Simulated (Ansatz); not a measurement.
# C₄H₈ (singlet): from Hartree-Fock to the top rungs, cc-pVTZ

One table from this session's results is given with a row withheld; the runs are named, their logs left out.

Computed with Ansatz 0.2.0, Gaussian basis. Level: cc-pVTZ, core rule «outside noble gas», up to 4 orbitals frozen.

Plan: UHF; CCSD(T) on RHF; BCCD(T) on RHF.

19 further runs of the same task are left out: 2 that didn't finish, 17 set aside as unsound or not needed.

**The system**

The geometry is an MP2(full)/6-31G* stationary point (not a proven minimum).

12 atoms, charge 0, spin multiplicity 1.

Atoms are counted from 1 here; the program's logs count them from 0.

Bond lengths: C1–C2 1.339 Å, C1–H3 1.086 Å, C1–H4 1.086 Å, C2–C5 1.502 Å, C2–C9 1.502 Å, C5–H6 1.093 Å, C5–H7 1.096 Å, C5–H8 1.096 Å, C9–H10 1.093 Å, C9–H11 1.096 Å, C9–H12 1.096 Å. Angles: C2–C1–H3 121.6°, C2–C1–H4 121.6°, H3–C1–H4 116.7°, C1–C2–C5 122.1°, C1–C2–C9 122.1°, C5–C2–C9 115.8°, C2–C5–H6 111.6°, C2–C5–H7 110.8°, C2–C5–H8 110.8°, H6–C5–H7 108.3°, H6–C5–H8 108.3°, H7–C5–H8 106.9°, C2–C9–H10 111.6°, C2–C9–H11 110.8°, C2–C9–H12 110.8°, H10–C9–H11 108.3°, H10–C9–H12 108.3°, H11–C9–H12 106.9°.

Set-up of the first run:

The input, in.yaml:

```yaml
crystal:
  periodic: [false, false, false]
  atoms:
    - {symbol: C, position_ang: [0.000000, 0.000000, 1.435341]}
    - {symbol: C, position_ang: [0.000000, 0.000000, 0.096122]}
    - {symbol: H, position_ang: [0.000000, 0.924302, 2.004943]}
    - {symbol: H, position_ang: [0.000000, -0.924302, 2.004943]}
    - {symbol: C, position_ang: [0.000000, 1.272683, -0.702269]}
    - {symbol: H, position_ang: [0.000000, 2.153042, -0.055054]}
    - {symbol: H, position_ang: [0.880211, 1.323542, -1.353058]}
    - {symbol: H, position_ang: [-0.880211, 1.323542, -1.353058]}
    - {symbol: C, position_ang: [0.000000, -1.272683, -0.702269]}
    - {symbol: H, position_ang: [0.000000, -2.153042, -0.055054]}
    - {symbol: H, position_ang: [-0.880211, -1.323542, -1.353058]}
    - {symbol: H, position_ang: [0.880211, -1.323542, -1.353058]}
basis:
  gaussian: {orbitals: cc-pVTZ}
magnetization: {spin_polarized: true, initial_magnetization: 0}
hamiltonian: {xc: hf}
output: {orbitals: {seedname: orbitals}}
```

The run is started by

```sh
$ ansatz run in.yaml --threads 1 --pin off --events-out ev --progress --plain --max-ram 4160MiB --backend cpu
```

Steps of the session up to this table: UHF; CCSD(T) on RHF; BCCD(T) on RHF.

One of the session's tables, all rows but one given; the rest of the session is left out.

```
  method  from RCCSD(T) (kJ/mol)
     RHF                 +1993.5
    RMP2                  +192.9
   RCCSD                       ?
RCCSD(T)                       0
 BCCD(T)                    -0.4
```

Q: Estimate the row for RCCSD from the others.

**Answer.** from RCCSD(T) (kJ/mol): +79.9. In the column «from RCCSD(T) (kJ/mol)» it lies between RCCSD(T) (0) and RMP2 (+192.9).

With the free atoms at the same levels and basis (separate runs), the atomisation energy is 49.137 eV at RCCSD(T), 38.184 eV at RHF.
